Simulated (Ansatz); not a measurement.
A made-up structure of BH$_{2}$S$_{2}$ (charge -1), closed shell:

S1  (-1.378, -1.311, 1.145)
B2  (1.217, 0.647, -0.243)
S3  (-0.525, -0.025, -0.279)
H4  (-1.140, 0.466, -1.388)
H5  (1.552, 0.135, 0.731)
(Å)

It is relaxed with PBE-D4/def2-SVPD and then PBE0-D4/def2-TZVPD (Ansatz 0.2.0). Atoms count as bonded within 1.22 times the sum of their covalent radii (H–H: 0.88 Å). The end point is not checked to be a true minimum.

(1) Does its bonding change? (A judgement: the text doesn't fix the answer.)

## Answers

(1) Computed: No: no bond forms or breaks.

Where it ends: The first stage lowers the energy by 0.55 eV in 6 steps. It ends as BH₂S₂ ([BH][SH][S]), total charge -1:
S1  (-1.685, -1.290, 0.929)
B2  (1.170, 0.654, -0.282)
S3  (-0.422, -0.066, -0.154)
H4  (-1.171, 0.325, -1.194)
H5  (1.834, 0.290, 0.666)
(Å)

Labels in which every atom is bracketed show which atoms are joined, not bond orders.

For scale, one of the runs: PBE0-D4/def2-TZVPD relaxation, 147 basis functions, launched by `ansatz run in.yaml --threads 2 --pin off --events-out ev --progress --plain --max-ram 4352MiB`. The run took about 22 s on 2 CPU threads of an Arm Neoverse V2 (shared host).
